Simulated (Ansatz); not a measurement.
## Worked example: correlation energy of Si2, triplet

Geometry: that of the Si2, singlet, kept fixed.

```yaml
atoms:
  - { symbol: Si, position_ang: [0.0000, 0.0000, 0.0000] }
  - { symbol: Si, position_ang: [0.0000, 0.0000, 2.2861] }
```

Basis cc-pVTZ; Ansatz 0.2.0. Correlated methods freeze the noble-gas cores, which leaves 8 electrons in 58 orbitals. Prefix R: restricted or restricted open-shell reference; prefix U: unrestricted.

Full CI isn't at hand for all of this; UCCSDT(Q) serves as the reference, and is uncertain by about the last step of the cluster series.

Runs differ by some tens of microhartree through their thresholds and, for an open shell, their frozen cores, so steps under 0.03 kcal/mol mean nothing.

| level | total energy (hartree) |
| --- | --- |
| UHF | -577.777122 |
| UMP2 | -577.935295 |
| UCCSD | -577.966465 |
| UCCSD(T) | -577.977921 |
| UCCSDT | -577.979828 |
| UCCSDT(Q) | -577.980728 |

Task: What is the correlation energy at UCCSDT(Q), and what share of it do UMP2 and UCCSDT recover?

Result: E(corr) = -577.980728 − (-577.777122) = -0.203606 hartree = -5.540 eV. UMP2: -0.158173 / -0.203606 = 77.69 %. UCCSDT: -0.202706 / -0.203606 = 99.56 %.

Task: By how many kcal/mol does UCCSD(T) miss UCCSDT(Q) (1 hartree = 627.509 kcal/mol), and which steps make up the rest?

Result: -577.977921 − (-577.980728) = 0.002807 hartree = 1.76 kcal/mol. Steps: UCCSDT − UCCSD(T) = -1.20, UCCSDT(Q) − UCCSDT = -0.56 kcal/mol. Differences between like states or geometries often cancel part of this.
